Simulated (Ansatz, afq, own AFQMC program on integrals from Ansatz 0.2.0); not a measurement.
Where AFQMC and coupled cluster stand for BNH, quartet

```yaml
atoms:
  - { symbol: B, position_ang: [0.0000, 0.0000, 0.0439] }
  - { symbol: N, position_ang: [0.0000, 0.0000, -1.2617] }
  - { symbol: H, position_ang: [0.0000, 0.0000, 1.2178] }
```

Connectivity, by distances: BH–N.

Basis 6-31G. Noble-gas cores (and the filled d shells of Ga–Kr and In–Xe) are frozen. Integrals, coupled cluster, full CI and functionals: Ansatz 0.2.0; the random walks run on the same integrals in our own AFQMC program. ph-AFQMC/CISD is guided by a CISD state made of CCSD amplitudes; releasing the constraint for a short imaginary time cuts its bias at the price of noise, slowly where states lie close. Uncertainties: one standard error, sampling alone.

Determinant: UHF, the one that the program's search chose, which needn't be the lowest solution. The geometry is a PBE0/def2-TZVP stationary point of this or a neighbouring charge and spin state.

Full CI on the same integrals is exact in this basis and with this determinant's frozen core.

Cautions: another spin lies lower (by 5.25 eV).

```
T1 diagnostic                               : 0.0126
weight of the determinant in the CISD state : 0.944
⟨S²⟩ of the determinant                     : 3.774
size of the correlated space                : 9 electrons in 18 orbitals
```

```json
{"level": "MP2", "correlation energy (eV)": "-2.1698"}
{"level": "CCSD", "correlation energy (eV)": "-2.7662"}
{"level": "CCSD(T)", "correlation energy (eV)": "-2.8053"}
```

(1) Estimate where phaseless AFQMC with a CISD trial lies against CCSD(T) on the same integrals.

(1) 0.6 ± 0.3 kJ/mol below CCSD(T).

Reference: full CI, correlation energy -2.821 eV. The released energy is read at 2.40 1/Eh (meV from the phaseless value at times in 1/Eh: -3 ± 3 at 0.24, -10 ± 3 at 0.51, -12 ± 3 at 0.99, -7 ± 3 at 1.62, 1 ± 4 at 2.40).

```json
{"level": "CCSD(T)", "E − E(reference) (kJ/mol)": "1.5", "share of correlation (%)": "99.46"}
{"level": "CCSDT", "E − E(reference) (kJ/mol)": "0.3", "share of correlation (%)": "99.89"}
{"level": "CCSDT(Q)", "E − E(reference) (kJ/mol)": "0.1", "share of correlation (%)": "99.98"}
{"level": "CCSDTQ", "E − E(reference) (kJ/mol)": "0.0", "share of correlation (%)": "100.00"}
{"level": "ph-AFQMC/CISD", "E − E(reference) (kJ/mol)": "0.9 ± 0.3", "share of correlation (%)": "99.67"}
{"level": "released AFQMC", "E − E(reference) (kJ/mol)": "1.0 ± 0.4", "share of correlation (%)": "99.64"}
```

CCSDT and higher add their correlation energy to the determinant of the CCSD(T) run, since their own runs factorise the integrals more tightly (a shift of under 2 meV). Released energies are given only where the last usable release times agree within the noise; a slower fall can still hide under it.
